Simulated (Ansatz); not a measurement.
# CNS: the cost of one run

Computed with Ansatz 0.2.0, Gaussian basis. Level: the settings change from run to run.

15 further runs of the same task are left out: 3 that didn't finish, 12 set aside as unsound or not needed.

## (1) What is computed

The geometry is a PBE0/def2-TZVP stationary point (not a proven minimum) of the parent state, kept for this charge and spin.

3 atoms, charge 0, spin multiplicity 4.

Atoms are counted from 1 here; the program's logs count them from 0.

Bond lengths: N1–C2 1.175 Å, C2–S3 1.619 Å. Angles: N1–C2–S3 180.0°.

## (2) BCCD on UHF/cc-pVDZ

The input, in.yaml:

```yaml
crystal:
  periodic: [false, false, false]
  atoms:
    - {symbol: N, position_ang: [0.000000, 0.000000, -1.322700]}
    - {symbol: C, position_ang: [0.000000, 0.000000, -0.148100]}
    - {symbol: S, position_ang: [0.000000, 0.000000, 1.470800]}
basis:
  gaussian: {orbitals: cc-pVDZ}
magnetization: {spin_polarized: true, initial_magnetization: 3}
correlation: {method: bccd, electrons: valence}
accuracy: high
scf: {omitted_lower_state_checks: [cluster_reference]}
output: {forces: true}
```

Run with:

```
$ ansatz run in.yaml --threads 1 --pin off --events-out ev --progress --plain --max-ram 2393MiB
```

**Question.** How long does this run take on 1 thread of Arm Neoverse V1, shared host, and how much memory does it need?

About 18 s, with a peak of 0.29 GiB.
